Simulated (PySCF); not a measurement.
# State search for AlN

Unrestricted PBE0; PySCF, no relativity, basis sets Al 3-21G, N 3-21G. Outer shells of the fragments: Al 3s2 3p1; N 2s2 2p3.

Followed along the bond (rough minima from three points):

```csv
2Ms+1,unpaired,⟨S²⟩ at the start,R at minimum (Å),Te (eV)
3,π ↑↑,2.00,1.99,0.00
3,"σ ↑, π ↑",2.04,1.86,0.06
1,"σ ↓, π ↑",1.02,1.84,0.49
1,π ↑↓,1.00,1.98,0.59
1,none,0.88,none in the scan,≤ 1.17
```

Solutions found at the starting distance of 1.850 Å, counted from the lowest of them; the search is not exhaustive and high or unbound solutions are not listed, so other states can lie among these:

| 2Ms+1 | unpaired | term | E (eV) | ⟨S²⟩ | ⟨Lz²⟩ | μ (D) |
| --- | --- | --- | --- | --- | --- | --- |
| 3 | σ ↑, π ↑ | ³Π | 0.00 | 2.04 | 1.01 | -1.60 |
| 3 | π ↑↑ | ³Σ⁻ | 0.08 | 2.00 | 0.00 | -0.67 |
| 1 | σ ↓, π ↑ | mixed | 0.43 | 1.02 | 1.02 | -2.19 |
| 1 | π ↑↓ | mixed | 0.66 | 1.00 | 2.00 | -0.57 |
| 1 | none | mixed | 1.35 | 0.88 | 0.00 | -3.25 |
| 1 | none | mixed | 2.13 | 0.00 | 2.00 | -0.24 |
| 5 | σ ↑, π ↑↑↑ | ⁵Π | 2.24 | 6.01 | 1.00 | -0.72 |
| 3 | σ ↑↑ | ³Σ⁺ | 2.69 | 2.07 | 0.00 | -3.20 |
| 3 | σ ↓, π ↑↑↑ | mixed | 3.17 | 3.01 | 1.00 | -0.64 |
| 3 | π ↑↑ | mixed | 3.87 | 2.01 | 2.00 | -2.64 |
| 1 | π ↑↓ | mixed | 3.98 | 1.55 | 2.01 | -2.49 |
| 5 | σ ↑↑, π ↑↑ | mixed | 4.10 | 6.00 | 2.00 | -1.31 |
| 3 | π ↑↑ | mixed | 4.28 | 2.00 | 2.00 | -2.67 |
| 5 | σ ↑↑, π ↑↑ | mixed | 4.51 | 6.00 | 2.00 | -1.55 |

A term symbol is given only where ⟨S²⟩ and ⟨Lz²⟩ are close to those of a pure state; real π, δ and φ orbitals otherwise mix terms. A positive dipole means Al(−)N(+).

Compare the gap between the two lowest followed solutions at the starting distance with the gap between their minima.

At PBE0 the second solution (triplet, unpaired electrons σ ↑, π ↑) lies -0.08 eV from the first (triplet, unpaired electrons π ↑↑) at 1.850 Å and +0.06 eV at the minima; the two curves relax by different amounts, since their minima lie near 1.86 and 1.99 Å.

3-21G is very small, so such numbers show the basis as much as the molecule.
